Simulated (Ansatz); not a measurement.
```xyz
9

S     0.0000    0.0000    1.1898
C     0.0000    1.2339   -0.0015
C     0.0000   -1.2339   -0.0015
C     0.0000    0.7092   -1.2723
C     0.0000   -0.7092   -1.2723
H     0.0000    2.2753    0.2920
H     0.0000   -2.2753    0.2920
H     0.0000    1.3219   -2.1672
H     0.0000   -1.3219   -2.1672
```

Basis set: pcseg-2 (spherical functions). Charge 0, multiplicity 3.

Computed with Ansatz (development build ahead of 0.2.0); each method stands on the lowest determinant of its kind that the runs found.

The atomization energy at this shape (free ground-state atoms in the same class of orbitals less the molecule, no zero-point energy) of triplet C4H4S:

| method | atomization energy |
| --- | --- |
| ωB97X (unrestricted) | 3661.2 kJ/mol |

Question: What does r²SCAN (unrestricted) give?

Answer: 3713.7 kJ/mol. Caution: other spin multiplicities may lie lower.

The shape needn't be a minimum at these levels.
